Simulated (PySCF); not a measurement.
# Sulfur: a sound run and one with changed settings

Sound run: S [Ne] 3s2 3p4, S⁺ [Ne] 3s2 3p3. Calculation: PySCF 2.14, in cc-pV(D+d)Z (4s3p2d, 23 functions); no relativity, point nucleus. In the sound run the correlated levels freeze [Ne]. The sound run starts from symmetry-adapted Hartree-Fock orbitals and uses a fine grid where one is needed.

Changed run: the spin-free X2C one-electron Hamiltonian (Gaussian nucleus). This setting is unsound on purpose.

```tsv
species	method	sound run (hartree)	changed run (hartree)	converged
S	UHF	-397.49702	-398.45750	yes
S	M06-2X	-398.08317	-399.04336	yes
S	M06-L	-398.10188	-399.06193	yes
S	MP2	-397.58253	-398.54306	yes
S	CCSD(T)	-397.60412	-398.56462	yes
S⁺	UHF	-397.15881	-398.11999	yes
S⁺	M06-2X	-397.70166	-398.66245	yes
S⁺	M06-L	-397.72022	-398.68090	yes
S⁺	MP2	-397.22873	-398.18990	yes
S⁺	CCSD(T)	-397.24984	-398.21095	yes
```

Ionisation energy of S:

```csv
method,sound run (eV),changed run (eV)
UHF,9.203,9.184
M06-2X,10.381,10.365
M06-L,10.385,10.369
MP2,9.627,9.610
SCS-MP2,9.659,9.641
CCSD,9.633,9.616
CCSD(T),9.641,9.624
```

Most of the change in total energy is the relativistic energy itself. On top of that the contraction fixes the core shape for the Hamiltonian it was made with, so the changed run is not a good calculation with the other Hamiltonian either.

For comparison, NIST gives 10.360 eV between the lowest levels.
